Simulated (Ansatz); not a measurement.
Z-matrix (Å, degrees):
```
C
C 1 1.521
H 1 1.092 2 110.9
H 1 1.093 2 111.0 3 119.5
H 1 1.095 2 111.1 3 -120.7
N 2 1.450 1 115.6 3 61.1
H 2 1.093 1 109.9 3 -60.2
H 2 1.095 1 110.0 3 -177.9
N 6 1.412 2 111.5 1 -61.8
H 6 1.016 2 109.7 1 62.2
H 9 1.010 6 108.5 2 -151.0
H 9 1.015 6 112.9 2 88.7
```

Total charge 0; spin multiplicity 1.

**Question.** List the CAM-B3LYP/def2-TZVPP orbital energies in eV (Ansatz 0.2.0). (Best estimate.)

**Answer.** The calculation gave: Occupied: -391.63, -391.57, -279.11, -278.33, -28.42, -23.78, -21.48, -18.41, -16.05, -15.45, -13.82, -13.29, -12.75, -11.58, -10.99, -8.72, -8.03. Lowest empty: 1.71, 2.72, 2.97, 3.29, 4.00, 4.27, 4.43, 4.86.
